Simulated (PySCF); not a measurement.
Electronic absorption of C4H3N

C₄H₃N.
Geometry (GFN2-xTB, Å), atoms numbered from 1 in this order:
```xyz
8
C4H3N angstrom
C      1.9279    0.0206   -0.3938
C      0.7955   -0.1974   -0.0784
C     -0.5880   -0.4374    0.2951
C     -1.3923    0.7217   -0.0223
N     -2.0223    1.6395   -0.2770
H      2.9247    0.1987   -0.6664
H     -0.6570   -0.6342    1.3707
H     -0.9794   -1.3020   -0.2525
```

Method used: TDDFT wB97X-D/def2-SVPD, vertical, gas phase, core orbitals frozen in the response (PySCF).

Task: Predict the UV-vis stick spectrum at this level.

Result: 

```csv
state,E (eV),λ (nm),ν̃ (cm⁻¹),f,symmetry,"main configurations (H = HOMO, L = LUMO)"
S1,6.73,184.2,54280,0.0003,–,"H→L (34%), H→L+1 (33%), H-1→L+2 (13%)"
S2,7.01,176.8,56560,0.0020,A′,"H→L+2 (33%), H-1→L (23%), H-1→L+1 (22%)"
S3,7.05,175.8,56900,0.0006,–,"H-1→L+2 (60%), H-1→L+3 (19%), H→L (8%)"
S4,7.90,156.9,63750,0.0042,A″,"H-2→L (19%), H-2→L+1 (15%), H→L (12%)"
S5,8.02,154.6,64690,0.032,A″,"H→L (38%), H→L+1 (37%)"
S6,8.09,153.3,65250,0.057,A′,"H-1→L (54%), H-1→L+1 (26%)"
S7,8.25,150.2,66560,0.016,A′,"H-2→L+3 (17%), H-3→L (16%), H-2→L+2 (13%)"
S8,8.28,149.7,66790,0.0053,A″,"H-3→L+3 (26%), H-3→L+2 (22%), H-1→L+3 (12%)"
```

Triplets, Tamm–Dancoff:

```
state  E (eV)  λ (nm)  main configurations (H = HOMO, L = LUMO)
   T1    5.60   221.2   H→L+2 (28%), H-1→L+1 (22%), H-1→L (19%)
   T2    6.18   200.7     H→L+1 (26%), H→L (25%), H-1→L+2 (23%)
   T3    6.19   200.4   H→L+2 (37%), H-1→L+1 (19%), H-1→L (17%)
```

The lowest singlet lies at 6.73 eV (184 nm, vacuum ultraviolet) and is dark (f under 0.0005); its leading configuration is HOMO→LUMO (34%). The strongest level in the table is S6 at 8.09 eV (153 nm, f = 0.057). Löwdin shares by element: HOMO carbon 88% or more; LUMO carbon 67% (atoms not listed hold the other 33%). The oscillator strengths of these states sum to 0.118; summed over the whole spectrum of an exact calculation they would give the number of electrons, 34 (Thomas–Reiche–Kuhn). Of the 8 states listed, 3 reach f = 0.01 and 1 stays under 0.0005. Weighted by f, the mean energy of these states is 8.07 eV. Symmetry labels in Cs follow from the direction of the transition dipole and are given only for states with f of 0.002 or more. The window holds the lowest 8 singlets.

Time: 6.3 s wall. Hardware: x86-64 server, one thread, no GPU, on a shared host.
